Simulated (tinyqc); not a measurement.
UKS/LDA (VWN5) in the sto-3g basis, for NH, spin multiplicity 3, step by step. One step of it, computed by the program tinyqc.

Question. Orthogonalisation. S = U s U^T; symmetric (Loewdin) form X = U s^(-1/2) U^T, so that X^T S X = 1.

overlap S:
```
,1N 1s,1N 2s,1N 2px,1N 2py,1N 2pz,2H 1s
1N 1s,1.000000,0.235038,0.000000,0.000000,0.000000,0.013312
1N 2s,0.235038,1.000000,0.000000,0.000000,0.000000,0.186116
1N 2px,0.000000,0.000000,1.000000,0.000000,0.000000,0.000000
1N 2py,0.000000,0.000000,0.000000,1.000000,0.000000,0.000000
1N 2pz,0.000000,0.000000,0.000000,0.000000,1.000000,0.204078
2H 1s,0.013312,0.186116,0.000000,0.000000,0.204078,1.000000
```

Give: eigenvalues of S; X.

Answer.

eigenvalues of S: 0.6736  0.8493  1.0000  1.0000  1.1378  1.3394

X:
```
,1N 1s,1N 2s,1N 2px,1N 2py,1N 2pz,2H 1s
1N 1s,1.0219,-0.1236,0.0000,0.0000,-0.0020,0.0109
1N 2s,-0.1236,1.0361,0.0000,0.0000,0.0155,-0.1001
1N 2px,0.0000,0.0000,1.0000,0.0000,0.0000,0.0000
1N 2py,0.0000,0.0000,0.0000,1.0000,0.0000,0.0000
1N 2pz,-0.0020,0.0155,0.0000,0.0000,1.0166,-0.1073
2H 1s,0.0109,-0.1001,0.0000,0.0000,-0.1073,1.0306
```
